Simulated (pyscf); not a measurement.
Four-centre exchange: HO–Si(OH)(F)–F (SMILES O[Si](O)(F)F) + HF (SMILES F) -> HO–Si(F)(F)–F (SMILES O[Si](F)(F)F) + H₂O (SMILES O)

Gas phase, singlet surface, charge 0. Bonds broken: Si2–O5, H8–F9. Bonds formed: Si2–F9, O5–H8. PySCF, gas phase, ωB97X-D3(BJ)/def2-SVP geometries.

Transition state (Å):

```xyz
9

O      1.0921    -0.6847     0.7261
Si     0.1415     0.3242    -0.1384
F      0.6399     1.7885    -0.5926
F      0.1640    -0.4200    -1.5820
O     -1.6347     0.2320     0.0039
H      1.1630    -0.4449     1.6567
H     -2.2065     0.4090    -0.7542
H     -1.4651     0.8653     0.9517
F     -0.4371     1.1420     1.5256
```

One imaginary mode, 776i cm⁻¹; descent along it reached the two sides named, in the forms told below.

```
bond    change  reactant side (Å)  saddle  product side
------  ------  -----------------  ------  ------------
Si2–O5  breaks              1.663   1.784         2.582
H8–F9   breaks              0.944   1.209         2.490
Si2–F9   forms                3.3   1.942         1.610
O5–H8    forms              1.712   1.152         0.966
```

Electronic energies relative to the separated reactants (eV):

```csv
level,barrier,reaction energy,reverse barrier
ωB97X-D3(BJ)/def2-TZVP,0.58,-0.34,0.91
PBE/def2-TZVP,0.42,-0.37,0.79
r²SCAN/def2-TZVP,0.42,-0.38,0.80
B3LYP-D3(BJ)/def2-TZVP,0.59,-0.36,0.95
PBE0-D3(BJ)/def2-TZVP,0.50,-0.33,0.84
M06-2X/def2-TZVP,0.54,-0.33,0.87
ωB97M-D3(BJ)/def2-TZVP,0.56,-0.35,0.92
HF/def2-TZVP,1.26,-0.38,1.64
```

With ωB97M-D3(BJ)/def2-TZVP energies and thermal terms (ideal gas, 1 atm, RRHO with modes under 100 cm⁻¹ raised to 100, one conformer, R ln 2 for rigid chiral ones), in eV:

```
T (K)   ΔH‡   ΔG‡     ΔH     ΔG
-----  ----  ----  -----  -----
298    0.55  1.06  -0.33  -0.35
600    0.52  1.59  -0.36  -0.36
900    0.52  2.13  -0.38  -0.35
1200   0.53  2.67  -0.40  -0.34
```

On the reactant side the descent ends in a bound adduct (not fully relaxed), 0.40 eV under the separated species and 0.98 eV under the saddle at ωB97X-D3(BJ)/def2-TZVP. One saddle was located; it need not be the lowest between these sides.
